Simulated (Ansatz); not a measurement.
Geometry optimisation, RKS PBE0-D4/def2-SVP in Ansatz.

The input (input.yaml):

```yaml
crystal:
  periodic: [false, false, false]
  atoms:
    - { symbol: B, position_ang: [-0.311088, 0.000464, -0.838516] }
    - { symbol: Cl, position_ang: [1.462919, 0.000196, 1.663829] }
    - { symbol: H, position_ang: [1.750808, -0.000353, 0.363097] }
    - { symbol: F, position_ang: [-1.478939, -0.000307, -0.366409] }
basis:
  gaussian: { orbitals: def2-SVP }
hamiltonian:
  xc: pbe0
  dispersion: d4
relax:
  f_tol: 0.03
  max_steps: 50
```

Run as:

```bash
$ ansatz run input.yaml --threads 1 --pin off --max-ram 2048MiB --backend cpu --events-out ev --progress --plain --runs-dir out
```

Task: Where does it end, and by what steps?

Result: The forces met the threshold. The force dipped under the threshold on the way, but the program's further checks kept it going. After 16 steps the energy has fallen by 0.103 eV; Cl2 moved furthest, 0.86 Å.

```json
{"step": "0", "energy less start (eV)": "0.0000", "largest force component (eV/Å)": "1.047", "accepted": "yes"}
{"step": "1", "energy less start (eV)": "0.0015", "largest force component (eV/Å)": "1.396", "accepted": "no"}
{"step": "2", "energy less start (eV)": "-0.0373", "largest force component (eV/Å)": "0.247", "accepted": "yes"}
{"step": "3", "energy less start (eV)": "-0.0497", "largest force component (eV/Å)": "0.234", "accepted": "yes"}
{"step": "4", "energy less start (eV)": "-0.0381", "largest force component (eV/Å)": "1.036", "accepted": "no"}
{"step": "5", "energy less start (eV)": "-0.0582", "largest force component (eV/Å)": "0.206", "accepted": "yes"}
{"step": "6", "energy less start (eV)": "-0.0641", "largest force component (eV/Å)": "0.552", "accepted": "yes"}
{"step": "7", "energy less start (eV)": "-0.0716", "largest force component (eV/Å)": "0.371", "accepted": "yes"}
{"step": "8", "energy less start (eV)": "-0.0810", "largest force component (eV/Å)": "0.046", "accepted": "yes"}
{"step": "9", "energy less start (eV)": "-0.0630", "largest force component (eV/Å)": "1.499", "accepted": "no"}
{"step": "10", "energy less start (eV)": "-0.0861", "largest force component (eV/Å)": "0.180", "accepted": "yes"}
{"step": "11", "energy less start (eV)": "-0.0881", "largest force component (eV/Å)": "0.601", "accepted": "yes"}
{"step": "12", "energy less start (eV)": "-0.1005", "largest force component (eV/Å)": "0.022", "accepted": "yes"}
{"step": "13", "energy less start (eV)": "-0.0990", "largest force component (eV/Å)": "0.382", "accepted": "no"}
{"step": "14", "energy less start (eV)": "-0.1013", "largest force component (eV/Å)": "0.144", "accepted": "yes"}
{"step": "15", "energy less start (eV)": "-0.1023", "largest force component (eV/Å)": "0.159", "accepted": "yes"}
{"step": "16", "energy less start (eV)": "-0.1031", "largest force component (eV/Å)": "0.004", "accepted": "yes"}
```

```xyz
4
Properties=species:S:1:pos:R:3
B -0.548 0.000 -0.438
Cl 2.316 0.000 1.572
H 1.267 0.000 0.796
F -1.612 0.000 -1.108
```

Whether the end is a true minimum wasn't checked by a vibrational analysis.

The run took 18 s on 1 thread of Arm Neoverse V2, with other jobs on the host, peak memory 0.12 GiB.
